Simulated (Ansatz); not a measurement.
## Active spaces for CF (charge +1), singlet

Program: Ansatz, Gaussian basis, development build. Basis cc-pVTZ, nonrelativistic, 2 orbitals frozen in the corrections. State-specific CASSCF; RHF is the lowest restricted (open-shell) Hartree–Fock solution met. Letters tell apart solutions met in one space. Solutions may break the symmetry of the shape. No proof that the lowest CASSCF solution was found. On stretched bonds single-reference methods can fail or change state.

Geometry: bond length 1.2700 Å.

CASSCF less RHF, in eV, and natural occupations:

```json
{"CAS": "(4,5) a", "CASSCF": "-1.951", "occupations": "1.97, 1.97, 0.03, 0.03, 0.00"}
{"CAS": "(4,5) b", "CASSCF": "-1.794", "occupations": "1.98, 1.90, 0.05, 0.05, 0.02"}
{"CAS": "(4,5) c", "CASSCF": "-1.791", "occupations": "1.98, 1.90, 0.05, 0.05, 0.02"}
```

Problem. What totals less RHF do the corrections give on each solution?

Solution. 

```csv
CAS,SC-NEVPT2
"(4,5) a",-9.353
"(4,5) b",-9.722
"(4,5) c",-9.719
```

Problem. How do single-reference totals in the same basis and frozen core stand against SC-NEVPT2 in CAS(4,5) a?

Solution. CCSD(T) -1.178 eV. Coupled cluster stands on the determinant that it favours, which can lie over the RHF solution above, and is in doubt where the occupations are far from 0, 1 and 2.

Problem. Roughly how much CPU time does a whole run from the default start take (median of such runs, summed over threads; nearly all runs on one pinned thread of a shared server, mostly Xeon at 2.3 to 2.6 GHz, by a development driver)?

Solution. CAS(4,5) b: about 2.2 s; CAS(4,5) c: about 2 s. Other jobs ran beside these, and the count of passes differs.
